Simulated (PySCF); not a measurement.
Compound: C4H7ClO.
SMILES with atom numbers: `[Cl:1][C@@H:2]1[CH2:3][CH2:4][O:5][CH2:6]1` (hydrogens: H7 on C2; H8, H9 on C3; H10, H11 on C4; H12, H13 on C6)

The same species was optimised twice, with GFN2-xTB and with PBE0-D3(BJ)/def2-SVP (PySCF), and the same property calculations (PySCF, gas phase) were run on both structures.

```json
{"coordinate": "Cl1–C2 (Å)", "GFN2-xTB": "1.785", "PBE0-D3(BJ)/def2-SVP": "1.796", "change": "+0.011"}
{"coordinate": "C3–C4 (Å)", "GFN2-xTB": "1.534", "PBE0-D3(BJ)/def2-SVP": "1.525", "change": "-0.009"}
{"coordinate": "O5–C6 (Å)", "GFN2-xTB": "1.407", "PBE0-D3(BJ)/def2-SVP": "1.401", "change": "-0.006"}
{"coordinate": "C4–O5 (Å)", "GFN2-xTB": "1.411", "PBE0-D3(BJ)/def2-SVP": "1.406", "change": "-0.005"}
{"coordinate": "C2–C6 (Å)", "GFN2-xTB": "1.544", "PBE0-D3(BJ)/def2-SVP": "1.546", "change": "+0.002"}
{"coordinate": "C2–C3 (Å)", "GFN2-xTB": "1.533", "PBE0-D3(BJ)/def2-SVP": "1.532", "change": "-0.001"}
{"coordinate": "C3–C4–O5 (°)", "GFN2-xTB": "104.8", "PBE0-D3(BJ)/def2-SVP": "103.9", "change": "-0.9"}
{"coordinate": "Cl1–C2–C3 (°)", "GFN2-xTB": "111.9", "PBE0-D3(BJ)/def2-SVP": "112.5", "change": "+0.6"}
{"coordinate": "C3–C2–C6 (°)", "GFN2-xTB": "103.9", "PBE0-D3(BJ)/def2-SVP": "103.2", "change": "-0.7"}
{"coordinate": "C2–C6–O5 (°)", "GFN2-xTB": "106.5", "PBE0-D3(BJ)/def2-SVP": "106.2", "change": "-0.3"}
{"coordinate": "C2–C3–C4 (°)", "GFN2-xTB": "102.5", "PBE0-D3(BJ)/def2-SVP": "102.3", "change": "-0.2"}
{"coordinate": "Cl1–C2–C6 (°)", "GFN2-xTB": "110.7", "PBE0-D3(BJ)/def2-SVP": "110.9", "change": "+0.2"}
{"coordinate": "C4–O5–C6 (°)", "GFN2-xTB": "106.3", "PBE0-D3(BJ)/def2-SVP": "106.2", "change": "-0.1"}
```

Rotational constants: A = 6090, B = 2028, C = 1739 MHz (GFN2-xTB) against A = 6059, B = 2027, C = 1747 MHz (PBE0-D3(BJ)/def2-SVP). Point groups within 0.08 Å: C1 and C1.

On the GFN2-xTB structure: HOMO (eV) -7.69 [PBE0/pcSseg-1]; LUMO (eV) 0.66 [PBE0/pcSseg-1]; dipole (D) 1.33 [PBE0/pcSseg-1]; GIAO shielding of Cl1 (ppm) 768.9 [PBE0/pcSseg-1]; GIAO shielding of C2 (ppm) 126.4 [PBE0/pcSseg-1]; GIAO shielding of C3 (ppm) 144.3 [PBE0/pcSseg-1]; GIAO shielding of C4 (ppm) 116.4 [PBE0/pcSseg-1]; GIAO shielding of O5 (ppm) 262.1 [PBE0/pcSseg-1]; GIAO shielding of C6 (ppm) 104.2 [PBE0/pcSseg-1].

What do these properties become on the PBE0-D3(BJ)/def2-SVP structure?

```csv
property,level,on GFN2-xTB,on PBE0-D3(BJ)/def2-SVP,change
HOMO (eV),PBE0/pcSseg-1,-7.69,-7.74,-0.05
LUMO (eV),PBE0/pcSseg-1,0.66,0.61,-0.05
dipole (D),PBE0/pcSseg-1,1.33,1.34,+0.01
"energy, GFN2-xTB geometry as zero (kcal/mol)",PBE0/pcSseg-1,0.0,-0.2,-0.2
GIAO shielding of Cl1 (ppm),PBE0/pcSseg-1,768.9,760.8,-8.1
GIAO shielding of C2 (ppm),PBE0/pcSseg-1,126.4,123.7,-2.7
GIAO shielding of C3 (ppm),PBE0/pcSseg-1,144.3,143.7,-0.6
GIAO shielding of C4 (ppm),PBE0/pcSseg-1,116.4,116.6,+0.2
GIAO shielding of O5 (ppm),PBE0/pcSseg-1,262.1,262.0,-0.1
GIAO shielding of C6 (ppm),PBE0/pcSseg-1,104.2,104.2,0.0
```

The heavy atoms differ by 0.021 Å rms after alignment. Among bonds between heavy atoms Cl1–C2 changes most (+0.011 Å). Changes are differences of the printed values. Neither structure is proved a minimum here.
